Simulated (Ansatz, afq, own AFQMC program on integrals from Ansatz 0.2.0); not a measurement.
# Ag, doublet in def2-TZVP, levels against CCSDT(Q)

A free Ag atom.

Basis def2-TZVP with its core potentials. Noble-gas cores (and the filled d shells of Ga–Kr and In–Xe) are frozen. Ansatz 0.2.0 and our own AFQMC program on the same integrals; the CISD trial comes from CCSD amplitudes, and released means the phaseless constraint is let go. Uncertainties: one standard error, sampling alone. No spin–orbit coupling. The metal's outer-core s and p shells are frozen, which shifts wave-function levels against functionals.

Determinant: UHF, the one that the program's search chose, which needn't be the lowest solution.

No full CI on the walks' own integrals is used here; CCSDT(Q) serves as the reference and is uncertain by about the last step of the cluster series.

Cautions: no spin-orbit coupling; outer-core shells of the metal frozen.

* T1 diagnostic: 0.0125
* weight of the determinant in the CISD state: 0.941
* ⟨S²⟩ of the determinant: 0.752
* size of the correlated space: 11 electrons in 36 orbitals

| level | correlation energy (eV) |
| --- | --- |
| MP2 | -7.7433 |
| CCSD | -7.3995 |
| CCSD(T) | -7.5330 |

Estimate where AFQMC with the constraint released lies against CCSD(T) on the same integrals.

0.18 ± 0.09 kcal/mol below CCSD(T). The gap is under twice the noise, so this walk alone can't tell the two apart.

Reference: CCSDT(Q), correlation energy -7.538 eV. The released energy is read at 4.20 1/Eh (meV from the phaseless value at times in 1/Eh: -5.4 ± 1.4 at 0.60, -8.0 ± 2.4 at 1.20, -10 ± 3 at 2.00, -7 ± 3 at 3.00, -8 ± 4 at 4.20).

```csv
level,E − E(reference) (kcal/mol),share of correlation (%)
CCSD(T),0.11,99.94
CCSDT,0.20,99.89
ph-AFQMC/CISD,0.12 ± 0.05,99.93
released AFQMC,-0.07 ± 0.09,100.04
```

A walk keeps the symmetry of its determinant, which the program's search chose and which needn't be the lowest solution, so a lower state of the same spin and another symmetry isn't excluded. Released energies are given only where the last usable release times agree within the noise; a slower fall can still hide under it.
